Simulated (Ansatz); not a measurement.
## Ansatz (development build ahead of 0.2.0) run

```yaml
crystal:
  periodic: [false, false, false]
  atoms:
    - { symbol: "N", position_ang: [0.0, 0.72896, -0.07769] }
    - { symbol: "N", position_ang: [0.0, -0.72896, -0.07769] }
    - { symbol: H, position_ang: [0.21108, 1.10275, 0.84789] }
    - { symbol: H, position_ang: [-0.94821, 1.01503, -0.30408] }
    - { symbol: H, position_ang: [-0.21108, -1.10275, 0.84789] }
    - { symbol: H, position_ang: [0.94821, -1.01503, -0.30408] }
basis:
  gaussian: { orbitals: cc-pVTZ }
hamiltonian:
  xc: hf
correlation:
  method: mp2
  frozen_orbitals: { H: 0, "N": 1 }
output:
  forces: true
```

The input is written out in the form of the current development build from the run's settings.

Results

```yaml
Converged: yes
Reference_energy: -111.22264 hartree
Correlation_energy: -0.44098 hartree
Total_energy: -111.66363 hartree
Spin_squared_of_the_determinant: 0.000
Stability_test: minimum among restricted orbitals
Occupied_orbitals_by_symmetry_in_an_Abelian_subgroup_alpha;_beta: 5 A 4 B; 5 A 4 B
```

Forces (eV/Å):
```csv
atom,Fx,Fy,Fz
N1,-0.100,-0.424,0.160
N2,0.100,0.424,0.160
H3,-0.081,-0.189,-0.251
H4,0.239,-0.127,0.091
H5,0.081,0.189,-0.251
H6,-0.239,0.127,0.091
```
